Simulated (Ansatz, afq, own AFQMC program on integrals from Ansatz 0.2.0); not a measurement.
# The Si2–O3 bond of CH4OSi, singlet, worked out

```yaml
atoms:
  - { symbol: C, position_ang: [-0.6241, 0.4711, -0.2789] }
  - { symbol: Si, position_ang: [1.2121, 0.1475, -0.7294] }
  - { symbol: O, position_ang: [1.5901, -0.9994, 0.4301] }
  - { symbol: H, position_ang: [-1.2128, -0.4619, -0.3601] }
  - { symbol: H, position_ang: [-1.0965, 1.2241, -0.9292] }
  - { symbol: H, position_ang: [-0.7141, 0.8222, 0.7661] }
  - { symbol: H, position_ang: [0.9067, -1.2716, 1.0557] }
```

The molecule and both fragments are relaxed with PBE0/def2-SVP; the fragments keep their bonds.

Basis def2-TZVP. Noble-gas cores (and the filled d shells of Ga–Kr and In–Xe) are frozen. Ansatz 0.2.0 and our own AFQMC program on the same integrals; the CISD trial comes from CCSD amplitudes, and released means the phaseless constraint is let go. Uncertainties: one standard error, sampling alone.

Total energies in eV. CBS is CCSD(T) at the limit of def2-TZVPP/QZVPP (extrapolated itself); the highest rung of each member is named.

Cautions: CH₄OSi (singlet): restricted determinant unstable towards unrestricted (UHF 18 meV lower, ⟨S²⟩ 0.17), the released value is read at 0.99 1/Eh, later times being too noisy (meV from the phaseless value at times in 1/Eh: -3 ± 6 at 0.24, -19 ± 9 at 0.51, -5 ± 9 at 0.99, -25 ± 16 at 1.50); CH₃Si (doublet): the released energies are still falling, so no released level is given (meV from the phaseless value at times in 1/Eh: -6 ± 4 at 0.24, -14 ± 3 at 0.51, -15 ± 4 at 0.99, -21 ± 5 at 1.62, -24 ± 6 at 2.40), though the last usable value meets CCSDT(Q) within the noise, its ph-AFQMC/CISD value lies 20 ± 5 meV above CCSDT(Q).

```csv
member,count,CCSD(T)/def2-TZVP,highest rung in def2-TZVP,which,CCSD(T)/CBS
"CH₃Si, doublet",+1,-8946.7624,-8946.8030,CCSDT(Q),-8948.0291
HO (doublet),+1,-2058.1800,-2058.1943,CCSDT(Q),-2059.2489
"CH₄OSi, singlet",-1,-11010.2153,-11010.2707 ± 0.0091,released AFQMC,-11012.7359
```

Work out the best estimate of the bond energy: the CCSD(T)/CBS difference plus the step from CCSD(T) to the highest rung.

Sums with the counts: CCSD(T)/CBS 5.4579 eV, highest rung 5.2734 eV, CCSD(T)/def2-TZVP 5.2729 eV. The step is 5.2734 − 5.2729 = 0.0005 eV, so the best estimate is 5.4579 + (0.0005) = 5.4584 eV = 526.7 kJ/mol, with sampling noise 0.009 eV. The step is under twice that noise, so its sign is open. The basis set is worth 0.185 eV of it. Zero-point, core-correlation and spin–orbit terms aren't in it. Past Ne the Hartree–Fock part of each CBS total tends to overshoot, since the cores don't follow the formula; that largely cancels in the difference.

Best estimates are given only where the step beyond CCSD(T) is under 0.3 eV and no member's determinant is very poor (T1 over 0.05, or 0.07 for open shells, ⟨S²⟩ too high by 0.3, two states mixed), so the hardest cases are missing from such tables.

CCSDT and higher add their correlation energy to the determinant of the CCSD(T) run, since their own runs factorise the integrals more tightly (a shift of under 2 meV). Each member of a difference takes its own highest rung, so a best estimate needn't equal the limit plus the step of one row. Released energies are given only where the last usable release times agree within the noise; a slower fall can still hide under it.
